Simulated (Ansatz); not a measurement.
# A barrier at the coupled-cluster level

Start structure (BNH₆S, closed shell), relaxed at PBE0-D4/def2-TZVP:

```
atom    x (Å)    y (Å)    z (Å)
  B1  -0.4508   0.0608  -0.5843
  S2   1.1634   0.5079  -1.4603
  H3  -0.9621  -0.8726  -1.1542
  H4  -1.1887   0.9938  -0.3860
  H5   0.6273  -1.2661   0.7972
  N6  -0.0499  -0.5147   0.8982
  H7   1.3359   1.7450  -0.9671
  H8  -0.8620  -0.8663   1.3992
  H9   0.3869   0.2122   1.4573
```

The step: BH₃S ([BH2][SH]) + NH₃ → BNH₄ ([BH2][NH2]) + H₂S; bonds formed: S2–H5; dative contacts that become bonds: B1–N6; bonds broken: B1–S2, H5–N6. Computed with Ansatz 0.2.0 (basis: def2-TZVPP and def2-QZVPP); correlated methods freeze the cores. Extrapolation: Hartree–Fock as exp(−7.88 √X), correlation as X^−2.97. Energies below are by CCSD(T) at an estimated basis limit (MP2 extrapolated from triple and quadruple zeta, plus CCSD(T) − MP2 in triple zeta).

Q: What are the electronic barrier and the energy of the step, from the start structure to the end structure? (To be estimated.)

A: Computed: Barrier 133.0 kJ/mol; step energy 29.1 kJ/mol (uphill); reverse barrier, their difference, 103.9 kJ/mol. Barrier and step energy count from the start structure, the reverse barrier from the end structure.

The saddle point: One imaginary mode of 1003i cm⁻¹.
```tsv
pair	start (Å)	saddle (Å)	end (Å)
B1–N6	1.64	1.53	1.38
S2–H5	2.92	1.50	1.34
B1–S2	1.89	2.17	4.04
H5–N6	1.02	1.51	3.77
```

Zero-point energy (harmonic, PBE0-D4): ZPE is 188.9 kJ/mol at the start and 168.8 kJ/mol at the saddle, so the barrier goes from 133.0 to 112.8 kJ/mol.

First-order rate constant out of the start structure at 298 K by transition-state theory, with harmonic vibrational free energies alone and no tunnelling: ΔA‡ = 113.6 kJ/mol, so k = (kB T/h) exp(−ΔA‡/kB T) ≈ 10^-7 s⁻¹ (an order of magnitude at best: rotation, the number of equivalent paths and anharmonicity are left out).

No T1 diagnostic of these runs exceeds 0.012.

Labels in which every atom is bracketed show which atoms are joined, not bond orders.

For scale, one of the runs: CCSD(T)/def2-TZVPP, 188 basis functions, launched by `ansatz run in.yaml --threads 2 --pin off --events-out ev --progress --plain --max-ram 4352MiB`. The run took 43 s on 2 CPU threads of an Arm Neoverse V1 (shared host), with 2 GiB of host memory at its peak.
